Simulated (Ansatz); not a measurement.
Relaxed structures of CH5OSi (charge +1), closed shell (PBE0-D4/def2-TZVP; forces vanish, vibrations not checked; lower isomers may exist, and structures with a doubtful reference or unclear bonds are left out; Å). Program: Ansatz 0.2.0. Basis: def2-TZVPP. Cores are frozen in the correlated methods.

(1) Rank them by CCSD(T) energy, lowest first, and give each one's height above the lowest. Links in brackets join atoms within 1.22 times the sum of their covalent radii (1.1 for two metals). (An estimate is asked for; the value comes from the calculation.)
A.
CH₅OSi ([CH3][Si][OH2]), total charge +1
```
8
angstrom
C -1.0038 0.7977 -0.5807
Si 0.8400 0.6909 -0.4893
O 0.7881 -0.9685 0.4231
H -1.4361 -0.0398 -1.1451
H -1.2918 1.7220 -1.0905
H -1.4665 0.8109 0.4154
H 1.5981 -1.4296 0.6903
H 0.0005 -1.4725 0.6870
```
B.
CH₅OSi ([CH3][SiH][OH]), total charge +1
```
8
angstrom
C -1.1161 0.5494 -0.8839
Si 0.3721 0.3012 0.1160
O 0.8026 -1.0599 0.7787
H -1.7086 -0.3590 -1.0021
H -1.7274 1.3313 -0.4150
H 1.3448 1.3565 0.4198
H -0.8200 0.9297 -1.8699
H 0.3612 -1.9164 0.7500
```
C.
CH₅OSi ([CH2][SiH][OH2]), total charge +1
```
8
angstrom
C -1.1713 0.6900 -0.6628
Si 0.2613 0.6147 0.1929
O 0.8654 -1.0678 0.4556
H -1.7210 -0.1635 -1.0413
H -1.5998 1.6675 -0.8636
H 1.2928 1.4124 0.8581
H 1.6759 -1.3017 0.9343
H 0.3967 -1.8517 0.1268
```

T1 diagnostic: at most 0.014. The restricted Hartree–Fock reference is unstable towards an unrestricted one at one or more of these structures.

Results:

(1) By the calculation: B (0.00 kcal/mol), A (26.69 kcal/mol), C (52.68 kcal/mol). Heights count from the lowest.

For scale, one of the runs: CCSD(T)/def2-TZVPP, 174 basis functions, launched by `ansatz run in.yaml --threads 2 --pin off --events-out ev --progress --plain --max-ram 4352MiB`. The run took 7.5 s on 2 CPU threads of an AMD EPYC 9R45 (shared host), with 1.5 GiB of host memory at its peak.
